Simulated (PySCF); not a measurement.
Working out the electron affinity of P

P⁻ [Ne] 3s2 3p4 (3P) → P [Ne] 3s2 3p3 (4S). Calculation: PySCF 2.14, in x2c-TZVPPall with one added diffuse shell each of s, p, d type (6s6p4d1f, 51 functions); scalar relativity by spin-free X2C-1e. Frozen: [Ne]. Energies in hartree (1 hartree = 27.21139 eV):

```
            part   P⁻ (lower)    P (upper)
             UHF  -341.513610  -341.526346
CCSD correlation    -0.131548    -0.101235
             (T)    -0.006079    -0.003914
```

Q: What does Hartree-Fock give?

A: (-341.526346) − (-341.513610) = -0.012736 hartree = -0.347 eV.

Q: What do CCSD and CCSD(T) give?

A: The CCSD correlation energies differ by 0.030313 hartree = 0.825 eV and the triples by 0.002165 hartree = 0.059 eV, so CCSD gives 0.478 eV and CCSD(T) 0.537 eV.

A first-order spin-orbit estimate adds 0.012 eV to CCSD(T) (valence), giving 0.549 eV against 0.747 eV (measured; photodetachment measurements, as compiled on the Wikipedia data page of electron affinities).

What remains against the reference includes basis incompleteness, the frozen core and higher excitations.
